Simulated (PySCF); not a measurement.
A family of related molecules: triple bonds. All species are isolated molecules in the gas phase. Strings in code marks are SMILES. All members: neutral, multiplicity 1. Level: PBE0-D4/def2-TZVP (PySCF). Delta-SCF ions had no search for a lower state.  The removal energy is E(N − 1 electrons) − E(N electrons) at the parent's geometry; ε(HOMO) is measured against the vacuum level.

```json
[
 {"species": "`[Si-]#[S+]`", "−ε(HOMO) (eV)": "8.03", "vertical ionisation energy (Delta-SCF) (eV)": "10.40"},
 {"species": "`[O+]#[Ge-]`", "−ε(HOMO) (eV)": "8.48", "vertical ionisation energy (Delta-SCF) (eV)": "withheld"},
 {"species": "`B=N`", "−ε(HOMO) (eV)": "8.57", "vertical ionisation energy (Delta-SCF) (eV)": "11.32"},
 {"species": "`[C-]#[S+]`", "−ε(HOMO) (eV)": "8.87", "vertical ionisation energy (Delta-SCF) (eV)": "11.35"},
 {"species": "`[C-]#[NH+]`", "−ε(HOMO) (eV)": "9.16", "vertical ionisation energy (Delta-SCF) (eV)": "12.03"},
 {"species": "`B=O`", "−ε(HOMO) (eV)": "10.43", "vertical ionisation energy (Delta-SCF) (eV)": "13.50"}
]
```

### Question
Fit vertical ionisation energy (Delta-SCF) = a + b·x to the 5 complete rows by least squares, with x = −ε(HOMO) in eV. Give a, b and the rms residual, and predict the withheld value.

### Answer
Means of the 5 rows: x̄ = 9.012, ȳ = 11.72 eV. Σ(x − x̄)² = 3.2125 and Σ(x − x̄)(y − ȳ) = 4.0955, so b = 1.275 and a = ȳ − b·x̄ = 0.230 eV. The rms residual is 0.129 eV. At x = 8.48 the line gives 11.04 eV. The run for `[O+]#[Ge-]` gave 10.98 eV, so the line is off by 0.06 eV, within twice the rms residual.

Codes: PySCF.
